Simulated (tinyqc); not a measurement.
Inside a calculation (part 2 of 2). Method: RKS/LDA (VWN5) in the sto-6g basis, for H2O, spin multiplicity 1. Computed by tinyqc, a small Python program that keeps every step (integrals from PySCF). Command: `OMP_NUM_THREADS=1 python tinyqc.py 23812 23813 out.jsonl` (the two numbers bound the seeds that draw the settings). One thread of a shared host (Intel(R) Xeon(R) Processor @ 2.60GHz), about 0.9 s of CPU time with the checks.

Geometry (angstrom):
```
atom         x          y         z
O     0.000000   0.000000  0.000000
H     0.000000   0.937000  0.800000
H     0.000000  -0.937000  0.800000
```

## Convergence

Stop when the energy changes by less than 1e-08 hartree and every element of the error matrix X^T (F D S - S D F) X is below 3e-05.

Course of the cycle:
```
iteration   E (hartree)     change  largest element of the error matrix
1          -73.76380792          -                             4.27e-01
2          -74.05390574  -2.90e-01                             6.55e-01
3          -74.30852044  -2.55e-01                             5.50e-01
4          -74.11766990   1.91e-01                             6.60e-01
5          -74.32046837  -2.03e-01                             5.52e-01
6          -74.11870872   2.02e-01                             6.61e-01
7          -74.32068260  -2.02e-01                             5.52e-01
8          -74.11872700   2.02e-01                             6.61e-01
9          -74.32068654  -2.02e-01                             5.52e-01
10         -74.11872732   2.02e-01                             6.61e-01
11         -74.32068661  -2.02e-01                             5.52e-01
12         -74.11872733   2.02e-01                             6.61e-01
13         -74.32068661  -2.02e-01                             5.52e-01
14         -74.11872733   2.02e-01                             6.61e-01
...                 ...        ...                                  ...
48         -74.11872733   2.02e-01                             6.61e-01
49         -74.32068661  -2.02e-01                             5.52e-01
50         -74.11872733   2.02e-01                             6.61e-01
51         -74.32068661  -2.02e-01                             5.52e-01
52         -74.11872733   2.02e-01                             6.61e-01
53         -74.32068661  -2.02e-01                             5.52e-01
54         -74.11872733   2.02e-01                             6.61e-01
55         -74.32068661  -2.02e-01                             5.52e-01
56         -74.11872733   2.02e-01                             6.61e-01
57         -74.32068661  -2.02e-01                             5.52e-01
58         -74.11872733   2.02e-01                             6.61e-01
59         -74.32068661  -2.02e-01                             5.52e-01
60         -74.11872733   2.02e-01                             6.61e-01
61         -74.32068661  -2.02e-01                             5.52e-01
```

PySCF RKS in the same basis, fine grid = -75.41375347 hartree

Not converged within the cap of 61 iterations: the residual has stopped falling: the iteration swings between two states. Reruns (cap 100 unless said): DIIS 8: converged in 10; damping 0.5: converged in 28; level shift 0.5: converged in 16; atomic densities as start, DIIS 8: converged in 8; the original settings with a cap of 400: not converged.
